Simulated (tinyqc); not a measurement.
Harmonic frequencies on the RHF/sto-6g surface (energies and gradients from PySCF), for H2O, spin multiplicity 1, step by step. One step of it, computed by the program tinyqc.

Task: One row of the Hessian: 3Hy. Displace 3Hy by +/-0.01 bohr; H(k, :) = (g(+) - g(-)) / (2 delta).

optimised positions (bohr):
```
            x          y         z
1O  -0.049841   0.030033  0.019382
2H   0.070316   1.408864  1.267822
3H  -0.043151  -1.442676  1.161881
```

gradient at +delta (hartree/bohr):
```
              x            y            z
1O  -0.00004327  -0.00418593   0.00212188
2H   0.00001742  -0.00036831   0.00057705
3H   0.00002585   0.00455424  -0.00269893
```

gradient at -delta (hartree/bohr):
```
              x            y            z
1O   0.00004364   0.00411533  -0.00203355
2H  -0.00001798   0.00035948  -0.00057610
3H  -0.00002566  -0.00447482   0.00260965
```

Give: row of the Hessian.

Result:

row of the Hessian (hartree/bohr^2): 1Ox -0.00435, 1Oy -0.41506, 1Oz 0.20777, 2Hx 0.00177, 2Hy -0.03639, 2Hz 0.05766, 3Hx 0.00258, 3Hy 0.45145, 3Hz -0.26543
